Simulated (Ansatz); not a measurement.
## A relaxation, step by step

CH$_{4}$F (SMILES [F-].C) (charge -1), closed shell, PBE0-D4/def2-TZVPD (Ansatz 0.2.0). Settings:

```yaml
hamiltonian: {xc: pbe0, dispersion: d4}
relax: {f_tol: 0.005, max_steps: 200}
```

Start (the SMILES describes the start alone):

F1  (-1.056, 0.258, -2.163)
C2  (0.210, -0.051, 0.429)
H3  (-0.438, 0.366, 1.228)
H4  (1.183, 0.481, 0.450)
H5  (-0.289, 0.071, -0.591)
H6  (0.390, -1.125, 0.646)
(Å)

```tsv
step	energy less the last (meV)	largest force component (eV/Å)
1	16.5	0.454
2	2.6	0.190
3	0.6	0.048
4	0.0	0.008
5	0.0	0.006
6	0.0	0.000
```

Step 2, positions (Å) and forces (eV/Å):

```csv
atom,x,y,z,Fx,Fy,Fz
F1,-1.052,0.257,-2.154,-0.016,0.004,-0.033
C2,0.208,-0.051,0.426,-0.013,0.003,-0.026
H3,-0.432,0.362,1.219,0.074,-0.048,-0.097
H4,1.173,0.476,0.449,-0.115,-0.062,-0.006
H5,-0.285,0.070,-0.583,0.093,-0.023,0.190
H6,0.388,-1.113,0.643,-0.023,0.126,-0.029
```

Step 3, positions (Å) and forces (eV/Å):

```csv
atom,x,y,z,Fx,Fy,Fz
F1,-1.056,0.258,-2.161,-0.015,0.004,-0.030
C2,0.209,-0.051,0.427,-0.008,0.002,-0.016
H3,-0.429,0.360,1.217,-0.012,0.007,0.006
H4,1.169,0.474,0.450,0.011,0.008,-0.005
H5,-0.281,0.069,-0.575,0.024,-0.006,0.048
H6,0.387,-1.109,0.643,0.000,-0.015,-0.003
```

Step 4, positions (Å) and forces (eV/Å):

| atom | x | y | z | Fx | Fy | Fz |
| --- | --- | --- | --- | --- | --- | --- |
| F1 | -1.064 | 0.260 | -2.178 | -0.002 | 0.001 | -0.004 |
| C2 | 0.210 | -0.051 | 0.431 | 0.004 | -0.001 | 0.008 |
| H3 | -0.428 | 0.360 | 1.219 | 0.001 | -0.001 | 0.000 |
| H4 | 1.171 | 0.474 | 0.452 | -0.001 | -0.001 | 0.001 |
| H5 | -0.278 | 0.068 | -0.568 | -0.002 | 0.001 | -0.005 |
| H6 | 0.388 | -1.110 | 0.645 | 0.000 | 0.001 | 0.001 |

Last step (6):

F1  (-1.065, 0.260, -2.181)
C2  (0.211, -0.051, 0.431)
H3  (-0.428, 0.360, 1.220)
H4  (1.171, 0.474, 0.452)
H5  (-0.277, 0.068, -0.568)
H6  (0.389, -1.110, 0.645)
(Å)

The run took about 4.7 s on 2 CPU threads of an Intel Xeon Platinum 8488C (shared host).
